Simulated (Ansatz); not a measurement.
**Na, one cell by several methods**

```yaml
crystal:
  lattice:
    - [-2.09744, 2.09744, 2.09744]
    - [2.09744, -2.09744, 2.09744]
    - [2.09744, 2.09744, -2.09744]
  atoms:
    - { symbol: Na, position: [0.00000, 0.00000, 0.00000] }
```

Conventional cell: a = 4.195 Å, b = 4.195 Å, c = 4.195 Å, α = 90.00°, β = 90.00°, γ = 90.00°. Around Na (atom 1) lie 8 Na at 3.63 Å.

The structure comes from a relaxation in the same program, started in the bcc type, and has space group Im-3m. Whether it is a known phase or the ground state wasn't checked.

All numbers are computed: DFT, PBE, PAW with Ansatz's default frozen-core files, scalar-relativistic (Ansatz 0.2.0); DFT, PBE, all-electron PAW with datasets made for the crystal, scalar-relativistic (Ansatz 0.2.0); DFT, PBE, all-electron LAPW, scalar-relativistic (Ansatz 0.2.0).

For PAW: a Γ-centred 13×13×13 k mesh, Fermi–Dirac smearing of 0.08 eV, cutoff 420 eV, no spin polarisation. The crystal-made all-electron datasets (AE datasets) take a cutoff of 160 eV at this cell. LAPW targets a basis error of 0.5 meV/atom. The Ansatz runs share mesh, smearing and spin set-up. Plane-wave (PAW) pressures include the program's estimate of the Pulay term.

Stress and pressure are positive in compression.

Levels count from the Fermi level.

```csv
quantity,PAW,AE datasets,LAPW
pressure (GPa),0.02,0.03,0.03
highest filled level at H (eV),-24.947,-24.952,-24.952
lowest empty level at H (eV),4.505,4.503,4.503
highest filled level at N (eV),-24.921,-24.926,-24.926
lowest empty level at N (eV),0.733,0.734,0.734
```
